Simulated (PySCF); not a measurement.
B3LYP has the VWN-RPA correlation part, as in Gaussian. 

Cartesian coordinates (Å):
```xyz
1

F      0.0000     0.0000     0.0000
```
Charge 0, spin multiplicity 2.

**Question.** What is the computed total energy, highest occupied spin orbital and dipole moment (B3LYP-D3(BJ)/def2-TZVP in PySCF 2.14.0)?

**Answer.** 
```yaml
total_energy: -99.7702 Ha
highest_occupied_spin_orbital: -12.17 eV
dipole_moment: 0.00 D
```
